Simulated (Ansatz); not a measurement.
Level of theory: B3LYP-D3(BJ)/def2-TZVP (Ansatz, a quantum-chemistry and plane-wave program). No frequencies were computed at this level.

Ansatz 0.2 input:
```yaml
crystal:
  periodic: [false, false, false]
  atoms:
    - { symbol: Si, position_ang: [-1.150373, 0.071359, 0.027435] }
    - { symbol: Si, position_ang: [1.150373, -0.071359, -0.027435] }
    - { symbol: H, position_ang: [-1.622296, 1.292768, 0.687247] }
    - { symbol: H, position_ang: [-1.745638, 0.07328, -1.31255] }
    - { symbol: H, position_ang: [-1.76603, -1.04758, 0.747744] }
    - { symbol: H, position_ang: [1.745636, -0.073278, 1.31255] }
    - { symbol: H, position_ang: [1.76603, 1.047579, -0.747745] }
    - { symbol: H, position_ang: [1.622297, -1.292769, -0.687245] }
basis:
  gaussian: { orbitals: def2-tzvp }
hamiltonian:
  xc: b3lyp
  dispersion: d3bj
relax:
  max_steps: 150
```

Output:

```
Functional definition: B3LYP
786 factors; their error is unknown
mean field evaluation 1: about -15853.6475 eV, gradient 1.4e1 eV
mean field evaluation 2: about -15854.2780 eV, gradient 6.6e0 eV
mean field evaluation 4: about -15854.4059 eV, gradient 2.7e-1 eV
mean field evaluation 8: about -15854.4574 eV, gradient 1.1e-1 eV
mean field -15854.45742956 eV, -582.6405639992 hartree, gradient 6.5e-6 eV, S^2 0.000000; 0 other end points of the search recorded, 0 dependent functions left out
reference -15854.45769715 eV, -582.6405738329 hartree; 17, 17 occupied and 93, 93 virtual orbitals, 786 factors
relax step   1: F+E_penalty+E_count = -15854.71140444 eV  Δ(F+E_penalty+E_count) = +0.000e0 eV  max|allowed force component| = 4.524e-1 eV/Å  Δτ_max = 0.0000 Å  (24 SCF iters, accepted)
these checks for a lower state are left out or cut short: starts, cluster_reference, orbital_swaps, neighbouring_geometries, increment
786 factors; their error is unknown
mean field evaluation 16: about -15854.4344 eV, gradient 3.0e0 eV
mean field -15854.50390607 eV, -582.6422719793 hartree, gradient 4.6e-5 eV, S^2 0.000000; 0 other end points of the search recorded, 0 dependent functions left out
reference -15854.50417525 eV, -582.6422818717 hartree; 17, 17 occupied and 93, 93 virtual orbitals, 786 factors
relax step   2: F+E_penalty+E_count = -15854.75917346 eV  Δ(F+E_penalty+E_count) = -4.777e-2 eV  max|allowed force component| = 9.858e-2 eV/Å  Δτ_max = 0.0708 Å  (23 SCF iters, accepted)
these checks for a lower state are left out or cut short: starts, cluster_reference, orbital_swaps, neighbouring_geometries, increment
786 factors; their error is unknown
mean field -15854.51145659 eV, -582.6425494557 hartree, gradient 5.8e-5 eV, S^2 0.000000; 0 other end points of the search recorded, 0 dependent functions left out
reference -15854.51172631 eV, -582.6425593679 hartree; 17, 17 occupied and 93, 93 virtual orbitals, 786 factors
relax step   3: F+E_penalty+E_count = -15854.76495296 eV  Δ(F+E_penalty+E_count) = -5.779e-3 eV  max|allowed force component| = 2.251e-2 eV/Å  Δτ_max = 0.0306 Å  (24 SCF iters, accepted)
these checks for a lower state are left out or cut short: starts, cluster_reference, orbital_swaps, neighbouring_geometries, increment
786 factors; their error is unknown
mean field evaluation 32: about -15854.5113 eV, gradient 4.5e-5 eV
mean field -15854.51134526 eV, -582.6425453646 hartree, gradient 4.5e-5 eV, S^2 0.000000; 0 other end points of the search recorded, 0 dependent functions left out
reference -15854.51161494 eV, -582.6425552750 hartree; 17, 17 occupied and 93, 93 virtual orbitals, 786 factors
relax step   4: F+E_penalty+E_count = -15854.76500385 eV  Δ(F+E_penalty+E_count) = -5.089e-5 eV  max|allowed force component| = 3.468e-3 eV/Å  Δτ_max = 0.0022 Å  (19 SCF iters, accepted)
786 factors; their error is unknown
mean field -15854.51134526 eV, -582.6425453646 hartree, gradient 4.5e-5 eV, S^2 0.000000; 1 other end points of the search recorded, 0 dependent functions left out
reference -15854.51161494 eV, -582.6425552750 hartree; 17, 17 occupied and 93, 93 virtual orbitals, 786 factors
Total energy: -15854.76527353 eV, -582.6518770563 hartree
Atom 0 at    -1.169679     0.072557     0.027891 Å, force     0.003468    -0.000215    -0.000084 eV/Å
Atom 1 at     1.169679    -0.072557    -0.027891 Å, force    -0.003468     0.000215     0.000084 eV/Å
Atom 2 at    -1.591523     1.323335     0.704178 Å, force    -0.000461     0.001170     0.000632 eV/Å
Atom 3 at    -1.718236     0.070626    -1.350095 Å, force    -0.000579     0.000002    -0.001282 eV/Å
Atom 4 at    -1.739173    -1.080768     0.766324 Å, force    -0.000599    -0.001071     0.000690 eV/Å
Atom 5 at     1.718234    -0.070625     1.350095 Å, force     0.000579    -0.000002     0.001282 eV/Å
Atom 6 at     1.739172     1.080767    -0.766324 Å, force     0.000599     0.001071    -0.000690 eV/Å
Atom 7 at     1.591524    -1.323336    -0.704177 Å, force     0.000461    -0.001170    -0.000632 eV/Å
Dipole moment:    -0.000000     0.000000    -0.000000 e Å
```

Cost: around 10 core-seconds (rough).
